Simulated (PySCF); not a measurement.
difluoromethane cation (CH2F2), SMILES FCF (connectivity only; charge and spin as stated), charge +1, multiplicity 2. Atoms are numbered in the order given.

```xyz
5

F     -1.0869     0.0000     0.2725
C      0.0000     0.0000    -0.4053
F      1.0869     0.0000     0.2725
H      0.0000    -0.8244    -1.2363
H      0.0000     0.8244    -1.2363
```
Charge +1, spin multiplicity 2.

Geometry: B3LYP-D3(BJ)/def2-TZVP. The multiplicity is an assumed one; other spin states were not compared.

All values below come from PySCF with PBE/pcH-1.

Unrestricted Kohn–Sham, ⟨S²⟩ = 0.752. Hyperfine tensors hold the contact and dipolar terms, without spin-orbit corrections.

Problem. Estimate the hyperfine couplings. (Estimate from the structure and the level; the computed values follow.)

Solution. 
```csv
nucleus,A(iso) (MHz),A(iso) (G),dipolar principal values (MHz)
19F no. 1,48.7,17.4,"-416.8, -402.2, 819.1"
13C no. 2,-69.6,-24.8,"-28.6, -25.3, 53.9"
19F no. 3,48.7,17.4,"-416.8, -402.2, 819.1"
1H no. 4,560.3,199.9,"-18.4, -16.7, 35.1"
1H no. 5,560.3,199.9,"-18.4, -16.7, 35.1"
```

Problem. And the g tensor (effective nuclear charges for spin-orbit coupling, GIAO)? (An estimate is asked for; the answer gives what the named calculation found.)

Solution. principal values 2.0020, 2.0109, 2.0151; isotropic 2.0093.
